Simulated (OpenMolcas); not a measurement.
How basis sets differ on CH5NSi (SMILES C[Si]N)

The species is CH5NSi (8 atoms), meant as a singlet with charge 0. As SMILES, `C[Si]N`. The shape is that of a PBE0-D4/def2-TZVP optimisation. This is one conformer, not always the lowest.

Quantity: the HOMO–LUMO gap, in eV. The values are calculated.

```json
{"level": "HF/ANO-R0 (sfX2C)", "kind": "Hartree–Fock", "program": "OpenMolcas", "value (eV)": "11.33", "CPU time": "3.9 s"}
{"level": "HF/ANO-S-MB", "kind": "Hartree–Fock", "program": "OpenMolcas", "value (eV)": "10.98", "CPU time": "2.9 s"}
{"level": "HF/STO-3G", "kind": "Hartree–Fock", "program": "OpenMolcas", "value (eV)": "13.35", "CPU time": "3.8 s"}
{"level": "HF/3-21G", "kind": "Hartree–Fock", "program": "OpenMolcas", "value (eV)": "10.71", "CPU time": "3.2 s"}
{"level": "HF/def2-SVPD", "kind": "Hartree–Fock", "program": "OpenMolcas", "value (eV)": "10.60", "CPU time": "27 s"}
```

The values span 10.60 to 13.35 eV. A Hartree–Fock LUMO above zero doesn't converge with the basis: it sinks as sets grow more diffuse. Orbital gaps aren't excitation energies. Times are those of the runs behind each value, whatever else they computed, on shared processors of several kinds: orders of magnitude only.
